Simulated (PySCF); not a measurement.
## Core-level binding energies of sulfuryl chloride fluoride

Compound: sulfuryl chloride fluoride, ClFO2S.
Bonds: O1–S2 (double), S2–O3 (double), S2–F4, S2–Cl5.

Method used: PySCF, delta-SCF UKS SCAN, pcX-2 on the ionised atom, pcseg-1 elsewhere, spin-free X2C. Binding energies are ΔSCF values: E(core-ionised, relaxed orbitals) − E(ground state) at a fixed geometry, referred to the vacuum level.

Task: What binding energy does each computed site have?

Result: 
```json
{"atom(s)": "Cl5", "bonded to": "S", "level": "Cl 2p3/2", "binding energy (eV)": "207.78", "2p1/2 (eV)": "209.44", "count": "1"}
{"atom(s)": "O1/O3", "bonded to": "S (double bond)", "level": "O 1s", "binding energy (eV)": "540.04", "2p1/2 (eV)": "–", "count": "2"}
{"atom(s)": "F4", "bonded to": "S", "level": "F 1s", "binding energy (eV)": "694.55", "2p1/2 (eV)": "–", "count": "1"}
{"atom(s)": "S2", "bonded to": "F, 2 O (double bond) and Cl", "level": "S 1s", "binding energy (eV)": "2486.14", "2p1/2 (eV)": "–", "count": "1"}
{"atom(s)": "Cl5", "bonded to": "S", "level": "Cl 1s", "binding energy (eV)": "2830.38", "2p1/2 (eV)": "–", "count": "1"}
```

Task: Give the binding energy of O 1s of O1/O3 in hartree and in kJ/mol.

Result: 540.04 eV = 19.8461 Eh = 52106 kJ/mol.

The first atom of each set that the bonding makes equivalent was ionised and stands for the set. Not every level is listed. The 2p values add to the ΔSCF energy of one spin-free hole a correction within the shell (spin–orbit coupling, ligand field). 2p1/2 minus 2p3/2 (ligand field included): Cl 1.66 eV. Geometry: PBE0-D3(BJ)/def2-SVP; no solvent, vibrations or thermal averaging.

Hardware: one thread, Arm Neoverse V1 (aarch64), on a shared host. Cost: 15 s of wall time, 0.49 GiB resident at most.
